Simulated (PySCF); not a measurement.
# How the numerical set-up moves the result for NaO

The method stays; parts of the set-up, such as the basis or the Hamiltonian, are changed.

The runs use PySCF 2.14.0; method and basis as typed in the scripts.

### Step 1. The system as given

NaO: 2 atoms, charge 0, spin multiplicity 2.

Bond lengths: Na1–O2 1.821 Å.

### Step 2. The run that the others are compared with

input.py

```python
from pyscf import gto, scf, mp

mol = gto.M(
    atom='Na 0 0 0; O 0 0 1.821',
    basis='6-31+g*',
    charge=0,
    spin=1,
    verbose=4,
)
mf = scf.UHF(mol)
mf = mf.density_fit(auxbasis='def2-universal-jkfit')
mf.kernel()
mp.MP2(mf, frozen=2).kernel()
mf.dip_moment()
print('orbital energies (hartree):', [e[max(0, n-3):n+3].round(4) for e, n in zip(mf.mo_energy, mol.nelec)])
```

Run with:

```console
OMP_NUM_THREADS=1 python input.py
```

Its log is not repeated here.

Base result: E(SCF) = -236.647029 Eh, 10 cycles, E(MP2) − E(SCF) = -0.15757 Eh, ⟨S²⟩ = 0.761, μ = 7.79 D (of the SCF density).

The bond length is a typed value, not an optimised one.

### Step 3. Spin-free X2C on

Run 1 changes spin-free X2C: off → on.

input.py

```python
from pyscf import gto, scf, mp

mol = gto.M(
    atom='Na 0 0 0; O 0 0 1.821',
    basis='6-31+g*',
    charge=0,
    spin=1,
    verbose=4,
)
mf = scf.UHF(mol)
mf = mf.sfx2c1e()
mf = mf.density_fit(auxbasis='def2-universal-jkfit')
mf.kernel()
mp.MP2(mf, frozen=2).kernel()
mf.dip_moment()
print('orbital energies (hartree):', [e[max(0, n-3):n+3].round(4) for e, n in zip(mf.mo_energy, mol.nelec)])
```

Run with:

```console
OMP_NUM_THREADS=1 python input.py
```

### Step 4. Lanl2dz (core potential on)

Run 2 changes basis set: 6-31+g* → lanl2dz; core potential: off → on; frozen orbitals: 2 → 1. The core potential changes with it: totals don't compare.

input.py, as its differences from that of step 2:

```diff
@@ -4,3 +4,4 @@
     atom='Na 0 0 0; O 0 0 1.821',
-    basis='6-31+g*',
+    basis='lanl2dz',
+    ecp={'Na': 'lanl2dz'},
     charge=0,
@@ -12,3 +13,3 @@
 mf.kernel()
-mp.MP2(mf, frozen=2).kernel()
+mp.MP2(mf, frozen=1).kernel()
 mf.dip_moment()
```

### Step 5. Ano-rcc-vdzp (X2C on)

Run 3 changes basis set: 6-31+g* → ano-rcc-vdzp; spin-free X2C: off → on.

input.py, as its differences from that of step 2:

```diff
@@ -4,3 +4,3 @@
     atom='Na 0 0 0; O 0 0 1.821',
-    basis='6-31+g*',
+    basis='ano-rcc-vdzp',
     charge=0,
@@ -10,2 +10,3 @@
 mf = scf.UHF(mol)
+mf = mf.sfx2c1e()
 mf = mf.density_fit(auxbasis='def2-universal-jkfit')
```

Before running it: what results should come out? Wanted: for each run, E(SCF); from base; gap, α spin; SCF dipole; after the SCF.

The runs gave:

| run | E(SCF) (hartree) | from base (eV) | cycles | gap, α spin (eV) | SCF dipole (D) | functions | after the SCF |
| --- | --- | --- | --- | --- | --- | --- | --- |
| base | -236.647029 | 0 | 10 | 10.17 | 7.79 | 40 | MP2 correlation -4.288 eV, core frozen |
| spin-free X2C on | -236.888562 | -6.5725 | 10 | 10.17 | 7.79 | 40 | MP2 correlation -4.287 eV, core frozen |
| lanl2dz (core potential on) | -74.985405 | not comparable | 10 | 10.13 | 8.03 | 17 | MP2 correlation -2.476 eV, core frozen |
| ano-rcc-vdzp (X2C on) | -236.947209 | not comparable | 11 | 10.32 | 8.17 | 32 | MP2 correlation -7.597 eV, core frozen |

Scalar relativity lowers the total energy by 6.57 eV, nearly all of it in the inner shells; a basis contracted without relativity catches only part of it.
